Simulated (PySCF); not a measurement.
**C2H2F2, 6 atoms: a scaling test**

Aim: measure how long a single point at B3LYP takes on C2H2F2, and how the time changes with the share of the machine.

Program: PySCF 2.14.0 (single point, B3LYP, Gaussian basis). Host: Arm Neoverse N1, 56 cores, 56 hardware threads, 90 GiB; it was booked for these runs alone, one at a time. Each run is timed once from launch to exit, start-up included.

### Step 1. The system

A molecule of 6 atoms and 32 electrons, SMILES C=C(F)F, in the basis aug-cc-pvtz.

### Step 2. First run

Contents of input.py:

```python
from pyscf import gto, scf, dft, mp, cc
mol = gto.M(basis='aug-cc-pvtz', verbose=4, max_memory=40000, atom='''
C 0.7000 -0.0900 -0.0500
C -0.6200 0.0800 0.0500
F -1.4300 -1.0000 0.1100
F -1.1400 1.3200 0.0800
H 1.3600 0.7700 -0.1100
H 1.1300 -1.0800 -0.0800
''')
mf = dft.RKS(mol, xc='b3lyp').density_fit()
mf.kernel()
mf.nuc_grad_method().kernel()
```

The run is started by

```sh
OMP_NUM_THREADS=28 OPENBLAS_NUM_THREADS=1 OPENBLAS_CORETYPE=ARMV8 taskset -c 8-63 python input.py
```

### Step 3. On 4 threads

input.py is that of step 2.

(Steps that only read results are left out.)

**Question.** How long do these runs take on this host, and what pays? Wanted: reference; fastest over threads; speed-up from 4 to 28 threads.

The runs gave:

```
                     quantity                 value
                    reference   5.9 s on 28 threads
         fastest over threads           5.9 s on 28
speed-up from 4 to 28 threads  2.2 (32 % efficient)
```

Going from 4 to 28 threads cuts the time by a factor of 2.2, 32 % of the ideal. The figures hold for this build, input and host.
